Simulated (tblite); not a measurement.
Compound: C2HF2O2 (doublet state).
SMILES with atom numbers: `[O:1]=[CH:2][O:3][C:4]([F:5])[F:6]` (hydrogens: H7 on C2)

Structure used (GFN2-xTB), in Å, numbered top down from 1:
```xyz
7
C2HF2O2 angstrom
O      1.2720    1.2946    0.0640
C      1.1812    0.1731    0.4483
O      0.0466   -0.5744    0.4921
C     -1.1626   -0.1368    0.1412
F     -1.2911    0.8236   -0.7621
F     -2.0305   -1.1178   -0.0823
H      1.9878   -0.4574    0.8428
```

All values are computed: GFN2-xTB (tblite) harmonic vibrations without scaling, gas phase. Errors from tens to a few hundred cm⁻¹ against measured bands are possible. One conformer, not necessarily the lowest. Open shells enter through the occupations alone, without spin polarisation, and single modes of such species can be off by tens of per cent.

Harmonic wavenumbers (cm⁻¹): 42.2, 162.2, 249.0, 369.1, 440.0, 495.8, 758.3, 853.5, 887.7, 1044.5, 1206.5, 1231.8, 1327.2, 1772.4, 2892.3.

A = 8653, B = 2709, C = 2083 MHz; mass 94.994 u (most abundant isotopes); point group C1, symmetry number 1; spin multiplicity 2.

Question: What is the zero-point energy?

Answer: ½Σν̃ = 6866 cm⁻¹ = 82.14 kJ/mol.

Question: Entropy at 298.15 K, 1 bar (ideal gas, RRHO, classical rotation)?

Answer: Translation 165.65, rotation 110.00, vibration 53.28, spin (R ln 2) 5.76: S = 334.7 J/(mol K).

Question: And Cp and H(298.15 K) − H(0)?

Answer: Cp = 85.55 J/(mol K), of which vibrations give 52.29 (their classical limit is 15 R = 124.7); H(298.15 K) − H(0) = 18.02 kJ/mol without the zero-point energy, 8.11 from vibrations.

Question: Which modes carry the vibrational entropy at 298.15 K?

Answer: 42.2 cm⁻¹: 21.56; 162.2 cm⁻¹: 10.56; 249.0 cm⁻¹: 7.27; 369.1 cm⁻¹: 4.53; 440.0 cm⁻¹: 3.46; 495.8 cm⁻¹: 2.80 J/(mol K); the other 9 give 3.10 together.

Question: How do the functions run with temperature in this model?

Answer: 
```json
{"T (K)": "100", "S (J/(mol K))": "262.1", "Cp (J/(mol K))": "52.0", "H − H(0) (kJ/mol)": "4.26", "G − H(0) (kJ/mol)": "-21.95", "ln q(vib)": "0.92"}
{"T (K)": "200", "S (J/(mol K))": "303.8", "Cp (J/(mol K))": "69.9", "H − H(0) (kJ/mol)": "10.38", "G − H(0) (kJ/mol)": "-50.38", "ln q(vib)": "2.05"}
{"T (K)": "300", "S (J/(mol K))": "335.2", "Cp (J/(mol K))": "85.8", "H − H(0) (kJ/mol)": "18.18", "G − H(0) (kJ/mol)": "-82.39", "ln q(vib)": "3.16"}
{"T (K)": "500", "S (J/(mol K))": "385.2", "Cp (J/(mol K))": "110.3", "H − H(0) (kJ/mol)": "37.97", "G − H(0) (kJ/mol)": "-154.65", "ln q(vib)": "5.29"}
{"T (K)": "800", "S (J/(mol K))": "442.0", "Cp (J/(mol K))": "130.3", "H − H(0) (kJ/mol)": "74.43", "G − H(0) (kJ/mol)": "-279.16", "ln q(vib)": "8.18"}
{"T (K)": "1000", "S (J/(mol K))": "471.9", "Cp (J/(mol K))": "137.7", "H − H(0) (kJ/mol)": "101.28", "G − H(0) (kJ/mol)": "-370.63", "ln q(vib)": "9.89"}
```

q(vib) and H(0) count from the zero-point level.

Hindered rotation and anharmonicity are outside this model. Other conformers, if any are populated, would add a mixing term that is left out. The structure is chiral; the term R ln 2 for an equal mix with its mirror image is left out.

Hardware: Arm Neoverse V2, one thread, no GPU, shared host. Cost: under 0.1 s of wall time. The figure is for the frequency step alone.
